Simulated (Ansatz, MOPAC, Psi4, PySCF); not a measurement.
Species: C$_{5}$H$_{4}$N (charge 0, doublet). SMILES: [c]1cccnc1
Geometry from a B3LYP-D3(BJ)/def2-TZVP (Ansatz, a quantum-chemistry and plane-wave program) optimisation:
```xyz
10

N     -0.0103    -0.0614     1.3755
C      0.0111    -0.0508    -1.4211
C     -0.0095     1.0781     0.6871
C     -0.0006    -1.2201     0.6987
C      0.0099    -1.1984    -0.6747
C      0.0009     1.1460    -0.7023
H      0.0195    -0.0579    -2.5041
H     -0.0176     1.9883     1.2770
H     -0.0015    -2.1334     1.2804
H      0.0011     2.1033    -1.2084
```
Charge 0, spin multiplicity 2.

Property: enthalpy of formation at 298 K, in kcal/mol. Terms: no dispersion term unless named; LANL2DZ all-electron up to Ne; 6-311+G** with 5d; frozen cores in correlated levels; no spin-orbit coupling; UHF or UKS for open shells; 6-31G* and kin with 6d, 5d where marked; non-relativistic. Ab initio and DFT rows: single points at B3LYP-D3(BJ) geometries (Ansatz), with unscaled harmonic terms from B3LYP/6-31G* at its own minima, enthalpies of formation by atomisation with measured atoms. Semi-empirical rows: MOPAC heats of formation at their own minima for 298 K.

```tsv
level	program	enthalpy of formation at 298 K (kcal/mol)
PM3	MOPAC	80.5
B3LYP/LANL2DZ	Ansatz	154.3
B3LYP/6-31G**	Ansatz	93.0
PBE0/6-311+G**	Ansatz	82.3
M06-2X/6-311+G**	PySCF	102.2
wB97X-D/6-311+G**	Psi4	103.4
B2PLYP-D3(BJ)/def2-TZVPD	Ansatz + dftd3	96.8
```

No value to compare with is used here. The 6 habitual levels span 80.5 (PM3) to 154.3 kcal/mol (B3LYP/LANL2DZ); B2PLYP-D3(BJ)/def2-TZVPD gives 96.8.

The levels are drawn from those run, B3LYP/6-31G* more often than the rest, none by its result; runs whose electronic state is in doubt are left out.
